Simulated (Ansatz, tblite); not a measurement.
# The cluster Cu2Se: rung by rung

Aim: run the singlet of the cluster Cu2Se at one geometry on many levels, and compare frontier levels, spin and run time.

Computed with Ansatz 0.2.0, Gaussian basis. Level: as each input shows.

Levels to be run: GFN1-xTB, GFN2-xTB, PBE-D4/def2-TZVP, r2SCAN-D4/def2-TZVP, B97M-V/def2-TZVP, revPBE-D4/def2-TZVP, r2SCAN0-D4/def2-TZVP, HSE06-D4/def2-TZVP, BHLYP-D4/def2-TZVP, PBE-D4/def2-SVP, PBE0-D4/def2-SVP, PBE0-D4/def2-TZVPD, PBE-D4/def2-TZVPD, r2SCAN-D4/def2-TZVPD, CCSD(T)/def2-TZVPP, MP2/def2-TZVP, RPA/def2-TZVP.

### Step 1. The relaxed structure

The geometry is that of the singlet, from an earlier relaxation (PBE0-D4/def2-TZVP). At that level it is the lowest of the isomers that a small search found.

3 atoms, charge 0, spin multiplicity 1.

Bond lengths: Cu1–Se3 2.225 Å, Cu2–Se3 2.225 Å. Angles: Cu1–Se3–Cu2 72.1°.

As a file:

```mol
Cu2Se
  3D, bonds by distance, orders not assigned

  3  2  0  0  0  0  0  0  0  0999 V2000
    0.7984   -0.5823   -1.0481 Cu  0  0
   -0.6263    1.2934    0.0985 Cu  0  0
   -0.1720   -0.7112    0.9497 Se  0  0
  1  3  8  0
  2  3  8  0
M  END
```

No spin-orbit coupling is included.

PBE0-D4/def2-TZVP was run before; its log isn't repeated, and its numbers join the tables.

### Step 2. GFN1-xTB

Tight binding, by tblite at 300 K electronic temperature and without a spin-polarisation term:

```python
tblite.interface.Calculator('GFN1-xTB', numbers, positions, charge=0, uhf=0).singlepoint()
```

Energy -336.5912 eV, HOMO -10.89 eV, LUMO -8.21 eV; 0.003 s.

### Step 3. GFN2-xTB

Tight binding, by tblite at 300 K electronic temperature and without a spin-polarisation term:

```python
tblite.interface.Calculator('GFN2-xTB', numbers, positions, charge=0, uhf=0).singlepoint()
```

Energy -298.1758 eV, HOMO -9.56 eV, LUMO -6.76 eV; 0.004 s.

### Step 4. PBE-D4/def2-TZVP

start.molden holds the orbitals of an earlier run on this state, given as this run's starting guess.

in.yaml reads:

```yaml
crystal:
  periodic: [false, false, false]
  atoms:
    - {symbol: Cu, position_ang: [0.798363, -0.582256, -1.048132]}
    - {symbol: Cu, position_ang: [-0.626330, 1.293448, 0.098456]}
    - {symbol: Se, position_ang: [-0.172033, -0.711193, 0.949676]}
basis:
  gaussian: {orbitals: def2-TZVP, initial_orbitals: start.molden}
hamiltonian: {xc: pbe, dispersion: d4}
scf: {omitted_lower_state_checks: [starts]}
output: {forces: true, orbitals: {seedname: orbitals}}
```

On the command line:

```
> ansatz run in.yaml --threads 4 --pin off --events-out ev --progress --plain --max-ram 3916MiB
```

After this run come: r2SCAN-D4/def2-TZVP; B97M-V/def2-TZVP; revPBE-D4/def2-TZVP; r2SCAN0-D4/def2-TZVP; HSE06-D4/def2-TZVP; BHLYP-D4/def2-TZVP; PBE-D4/def2-SVP; PBE0-D4/def2-SVP; PBE0-D4/def2-TZVPD; PBE-D4/def2-TZVPD; r2SCAN-D4/def2-TZVPD; CCSD(T)/def2-TZVPP; MP2/def2-TZVP; RPA/def2-TZVP.

Q: Predict the results of all the runs planned. Wanted: gap in def2-TZVP, named functionals, smallest and largest; correlation energy, CCSD(T)/def2-TZVPP; correlation energy, MP2/def2-TZVP; binding an atom, CCSD(T)/def2-TZVPP; PBE0 total energy, smallest basis above largest.

**Answer**, as computed:

| quantity | value |
| --- | --- |
| gap in def2-TZVP, named functionals, smallest and largest | 1.31 eV (PBE-D4), 4.66 eV (BHLYP-D4) |
| correlation energy, CCSD(T)/def2-TZVPP | -32.85 eV |
| correlation energy, MP2/def2-TZVP | -30.83 eV |
| binding an atom, CCSD(T)/def2-TZVPP | 1.749 eV |
| PBE0 total energy, smallest basis above largest | 21.44 eV (def2-SVP, def2-TZVPD) |

**Reading.** Orbital gaps of the named functionals in def2-TZVP span 1.31 eV (PBE-D4) to 4.66 eV (BHLYP-D4); exact exchange widens it. The functionals in def2-TZVP miss CCSD(T)/def2-TZVPP by -0.182 (BHLYP-D4) to +0.199 eV (PBE-D4) an atom. CCSD(T)/def2-TZVPP isn't at the basis-set limit; small misses against it rank nothing.
